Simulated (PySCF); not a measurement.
# C3H2O: calculation against experiment

**Measured values to compare with.**

From NIST CCCBDB Release 22 (SRD 101), experimental dipoles, for the gas: dipole moment 4.39 ± 0.06 D.

The runs below try to reproduce these values; the comparison stands at the end.

Species: C3H2O.
Numbering: `[O:1]=[c:2]1[cH:3][cH:4]1` (hydrogens: H5 on C3; H6 on C4)

Cartesian coordinates in Å at the PBE0/cc-pVDZ level; atoms count from 1:
```xyz
6
C3H2O angstrom
O      2.0365   -0.2608    0.0488
C      0.8466   -0.0996    0.0067
C     -0.4990   -0.5976   -0.0507
C     -0.3188    0.7390   -0.0242
H     -1.2536   -1.3862   -0.0906
H     -0.8379    1.6999   -0.0286
```

The PySCF runs (gas phase, on this PBE0/cc-pVDZ geometry; no spin–orbit coupling):

| level | job | basis functions | wall time |
| --- | --- | --- | --- |
| PBE0/cc-pVDZ, grid level 1 | geometry optimisation from a GFN2-xTB start | 66 | 2.3 s |

Hardware: an Arm Neoverse V2 with one thread, shared host.

## Comparison

**Dipole moment.** Measured: 4.39 D (NIST CCCBDB Release 22 (SRD 101), experimental dipoles).

```
       level  computed (D)  computed − measured (D)  % (from the printed values)
PBE0/cc-pVDZ          3.88                    -0.51                          -12
```

The computed dipoles belong to one fixed geometry; measured ones are averaged over vibrations unless marked μe. Magnitudes are compared, not signs.

The geometry is computed, not the measured one. Where a level misses, the cause wasn't examined.
